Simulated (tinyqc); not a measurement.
Worked calculation: Pariser-Parr-Pople SCF with singles CI, for the molecule C=C(N)C=C[CH2+] (SMILES; centres numbered as the heavy atoms are written). One step of it, computed by the program tinyqc.

Question. Iteration 2: orbitals and new P. Diagonalise F (the basis is taken as orthonormal) and form P = 2 sum c c over the lowest orbitals.

F (eV), lower triangle:
```
           1C          2C          3N         4C         5C         6C
1C  -9.531884
2C  -4.555849  -10.319622
3N   0.436601   -3.562867  -13.308080
4C  -0.730669   -3.874969    0.424535  -9.963454
5C   0.200384    0.021196    0.203903  -4.328813  -9.991600
6C   0.482424    0.346148   -0.372277  -0.547034  -4.526438  -9.353294
```

pi electrons, sum of z_r less the charge = 6

Give: orbital energies; P after iteration 2.

Answer.

orbital energies (eV): -18.082  -15.733  -12.862  -8.436  -4.638  -2.717

P after iteration 2, lower triangle:
```
        1C      2C      3N     4C     5C     6C
1C   0.769
2C   0.723   0.999
3N  -0.272   0.432   1.804
4C   0.409   0.502  -0.224  0.747
5C  -0.180  -0.021  -0.067  0.615  0.996
6C  -0.388  -0.196   0.198  0.297  0.764  0.685
```
